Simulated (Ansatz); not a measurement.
Two isomers of C4H7NO: A = `CCOCC#N`, B = `C#CCNCO`.

Isolated molecules relaxed with PBE0-D4/def2-TZVP in Ansatz; ΔE leaves out vibrations. CCSD(T)/CBS adds triple-zeta CCSD(T) − MP2 to the extrapolated MP2 energy (def2 sets, frozen cores). Functionals use def2-TZVPP. B3LYP here is the variant with VWN-RPA as its local correlation; programs differ in this. Each species was taken in one conformer, which may not be the lowest.

**Question.** Which isomer does CCSD(T)/CBS put lower? Give the gap. (Best estimate.)

**Answer.** Computed: A, by 123.6 kJ/mol.

**Question.** Give E(B) − E(A) in kJ/mol with r2SCAN-D4, B3LYP, PBE-D4, PBE0-D4, B2PLYP, MP2/def2-TZVPP, CCSD/def2-TZVPP. (An estimate is asked.)

**Answer.** Computed: r2SCAN-D4 129.3, B3LYP 129.0, PBE-D4 124.5, PBE0-D4 123.7, B2PLYP 132.0, MP2/def2-TZVPP 130.7, CCSD/def2-TZVPP 133.7. None reverses the order clearly.

Largest T1 diagnostic: 0.012.

In def2-TZVPP, CCSD(T) changes the Hartree–Fock value by −7.7 kJ/mol (the triples alone add −0.2 kJ/mol) and MP2 by −10.4 kJ/mol.
